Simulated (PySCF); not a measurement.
One of the candidates below gave these computed data.

All candidates are C3H7NO.

| technique | computed result |
| --- | --- |
| Rotational structure | rotational constants A, B, C: 9.177, 4.238, 3.009 GHz [GFN2-xTB] |
| 1H NMR | chemical shifts (computed TMS as zero) by class: 7.95 (1 H), 3.00 (3 H), 2.90 (3 H) ppm [GIAO PBE0/pcSseg-1] |
| 13C NMR | chemical shifts (computed TMS as zero) by class: 162.0 (1 C), 37.2 (1 C), 31.2 (1 C) ppm [GIAO PBE0/pcSseg-1] |
| Dipole | 4.13 D [PBE0/pcSseg-1] |
| Couplings | largest of the computed one-bond spin–spin couplings (means over like bonds): 13C–1H +192.0, 13C–1H +142.8 (×3), 13C–1H +141.0 (×3), 17O–13C +27.3, 15N–13C -17.5, 15N–13C -14.1, 15N–13C -12.9 Hz [B3LYP/pcJ-1, spin–dipole term left out for some pairs] |
| NMR, other nuclei | isotropic shieldings of nuclei other than C and H, by class: 146 (1 N), -76 (1 O) ppm [GIAO PBE0/pcSseg-1] |

Electronic properties: PySCF, gas phase, density fitting. Levels stand in brackets. One conformer (not necessarily the lowest) at the GFN2-xTB geometry, without solvent, vibrations or thermal averaging. NMR values are class means; diastereotopic atoms form classes of their own.

Question: Which candidate is it?
A. `CCC(N)=O` (propionamide)
B. `CN(C)C=O` (N,N-dimethylformamide)
C. `CNC(C)=O` (N-methylacetamide)

Answer: B. It is `CN(C)C=O`. Numbering: `[CH3:1][N:2]([CH3:3])[CH:4]=[O:5]`. Its formula, C3H7NO, gives 1 degree of unsaturation: 0 rings and 1 π bond in the structure found. 3 carbons fall into 3 classes; from least to most shielded: amide carbonyl carbon [C4] (162.0 ppm), N-methyl carbon [C1] (37.2 ppm), N-methyl carbon [C3] (31.2 ppm). Hydrogen classes from least to most shielded: 1 H on an amide carbonyl carbon, C4 (7.95 ppm), 3 H on an N-methyl carbon, C3 (3.00 ppm, a mean of values up to 2.5 ppm apart in this geometry), 3 H on an N-methyl carbon, C1 (2.90 ppm). The other shieldings belong to: 146 ppm, amide nitrogen [N2]; -76 ppm, amide oxygen [O5]. The couplings run between: +192.0 Hz, amide carbonyl carbon [C4] and its hydrogen; +142.8 Hz, N-methyl carbon [C3] and its hydrogen (with 2 like pairs); +141.0 Hz, N-methyl carbon [C1] and its hydrogen (with 2 like pairs); +27.3 Hz, amide oxygen [O5] and amide carbonyl carbon [C4]; -17.5 Hz, amide nitrogen [N2] and amide carbonyl carbon [C4]; -14.1 Hz, amide nitrogen [N2] and N-methyl carbon [C1]; -12.9 Hz, amide nitrogen [N2] and N-methyl carbon [C3]. The optimised geometry has point group Cs and is an asymmetric top.

The others, at the same levels:
- `CCC(N)=O` fails: its computed 13C shifts are 172.9 (1 C), 29.4 (1 C), 10.2 (1 C) ppm, 1H shifts are 4.65 (1 H), 4.52 (1 H), 2.05 (2 H), 1.12 (3 H) ppm and rotational constant A is 9.904 GHz (against 9.177 GHz).
- `CNC(C)=O` fails: its computed 13C shifts are 168.3 (1 C), 26.4 (1 C), 24.0 (1 C) ppm, 1H shifts are 4.25 (1 H), 3.09 (3 H), 1.84 (3 H) ppm and rotational constant A is 9.943 GHz (against 9.177 GHz).

Each candidate is one conformer, not necessarily the lowest. The conformers computed, where there is a choice (atom-mapped SMILES and torsion angles):
- `[CH3:1][N:2]([CH3:3])[CH:4]=[O:5]`: C1–N2–C4–O5 180°
- `[CH3:1][CH2:2][C:3]([NH2:4])=[O:5]`: C1–C2–C3–N4 180°, H–N4–C3–C2 0°, H–N4–C3–C2 180°
- `[CH3:1][NH:2][C:3]([CH3:4])=[O:5]`: C1–N2–C3–C4 180°
